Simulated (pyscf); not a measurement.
Elementary routes open to O=B–OH + HF in the gas phase (singlet surface):
A. HO–B(OH)–F (F–H broken; B–F, H–O formed)
B. H₂O + O=B–F (B–O, F–H broken; H–O, B–F formed)

PySCF, gas phase, ωB97X-D3(BJ)/def2-SVP geometries. MP2 and CC: frozen core, UHF for open shells. ΔMP2 is the change of the MP2 total energy from the triple- to the quadruple-zeta basis.

Rank the routes by free-energy barrier at 600 K, lowest first, for CCSD(T)/def2-TZVPP + ΔMP2(QZVPP) energies (ideal gas, 1 atm, RRHO with modes under 100 cm⁻¹ raised to 100, one conformer, R ln 2 for rigid chiral ones).

A (108.0 kJ/mol), B (179.1 kJ/mol)

Route A is the fastest of these, ahead of the next by 71.1 kJ/mol. The most stable products are those of A (ΔG = -143.7 kJ/mol), so kinetics and thermodynamics agree. At 1200 K A is still the fastest. A: On the reactant side the descent ends in a bound adduct, 37.7 kJ/mol under the separated species and 53.4 kJ/mol under the saddle at ωB97X-D3(BJ)/def2-TZVP. B: On the product side the descent ends in an adduct with a B–O contact, 36.8 kJ/mol under the separated species and 128.0 kJ/mol under the saddle at ωB97X-D3(BJ)/def2-TZVP. Only these routes are compared; each barrier is that of the saddle found, and lower ones may exist. The CCSD(T) − MP2 part came from Ansatz, without density fitting, on the same reference.
